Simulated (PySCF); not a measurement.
Species: O₃.
Atom-mapped SMILES: `[O:1]=[O+:2][O-:3]`

Structure used (GFN2-xTB), in Å, numbered top down from 1:
```
atom  x, y, z in Å
O1    -1.0619   -0.2390   -0.0026
O2    -0.0089    0.4087   -0.0110
O3     1.0823   -0.1722    0.0010
```

Computed, not measured: PySCF 2.14.0, delta-SCF UKS SCAN, pcX-2 on the ionised atom, pcseg-1 elsewhere, spin-free X2C. Each 1s hole has a ground state of its own, since the core basis sits on the ionised atom alone.

```
ionised atom  basis functions  E(ground) (Eh)  E(ionised) (Eh)
          O1               73      -225.49896       -205.59695
          O2               73      -225.50569       -205.39803
```

**Question.** What are the 1s binding energies?

**Answer.** E(ionised) − E(ground), at 27.2114 eV a hartree:

```csv
atom,environment,difference (Eh),binding energy (eV)
O1,oxygen bonded to O,19.90201,541.56
O2,oxygen bonded to 2 O,20.10766,547.16
```

**Question.** How much do the ground-state energies differ, and what would follow from using one of them for all holes?

**Answer.** They run from -225.5057 Eh (core basis on O2) to -225.4990 Eh (on O1), 0.0067 Eh or 0.18 eV apart, though the state is the same; only basis and grid differ. Pairing the ion of O1 with the ground state of O2 would put its binding energy 0.18 eV too high.

Only 1s holes are shown. The first atom of each set that the bonding makes equivalent was ionised and stands for the set. The unrestricted hole states depart most from a pure doublet (⟨S²⟩ = 0.75; over 0.85 named) for O 1s of O1/O3 (0.96), which makes this value less certain. Geometry: GFN2-xTB; no solvent, vibrations or thermal averaging.
